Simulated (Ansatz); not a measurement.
The first iterations of a band of C$_{2}$H$_{6}$FNO (11 atoms, charge 0, multiplicity 1).

Computed with RHF/def2-SVP in Ansatz 0.2.0.

```yaml
movable_images: 5
climbing_image: yes
spring: 5.0 eV/Å²
optimiser: quadratic models (default)
start_path: through a guess of the saddle point
force_threshold: 0.03 eV/Å
iteration_limit: 60
end_points: relaxed
```

Initial state:

```xyz
11
Properties=species:S:1:pos:R:3
N -1.230 0.898 -1.239
C -0.060 0.578 -0.512
O -0.256 -0.557 0.306
C 0.762 -0.901 1.126
F 1.833 -1.337 0.417
H -2.006 1.075 -0.627
H -1.488 0.153 -1.861
H 0.758 0.383 -1.204
H 0.220 1.424 0.123
H 0.424 -1.715 1.763
H 1.107 -0.057 1.730
```

Final state:

```xyz
11
Properties=species:S:1:pos:R:3
N -0.615 0.556 -1.211
C 0.188 1.044 0.066
O -0.186 0.059 1.017
C 0.681 -0.962 1.130
F 0.579 -1.786 0.028
H -1.600 0.375 -1.054
H -0.194 -0.308 -1.517
H -0.513 1.234 -1.949
H -0.405 1.918 0.350
H 0.415 -1.563 1.997
H 1.714 -0.623 1.164
```

| iteration | highest image above the first end (eV) | largest band force component (eV/Å) |
| --- | --- | --- |
| 1 | 6.941 | 9.334 |
| 2 | 4.661 | 3.246 |
| 3 | 3.608 | 3.047 |
| 4 | 4.501 | 1.353 |
| 5 | 4.468 | 0.724 |
| 6 | 3.775 | 0.636 |
| 7 | 3.374 | 0.626 |

Does the band converge within its limit, and where does its top end?

It converged. It ended after 21 iterations with the highest image 4.162 eV above the first end. Neighbouring images differ by up to 3.9 eV, so the band resolves the path poorly. A vibrational analysis at the climbing image gives one clearly imaginary mode, 1891i cm⁻¹: a first-order saddle point. The orbitals stay closed-shell, which can raise the energy where a bond breaks towards radicals; this wasn't checked here.

Time of the run: 95 s on 2 threads of Arm Neoverse V2, on a shared host, peak memory 0.19 GiB.
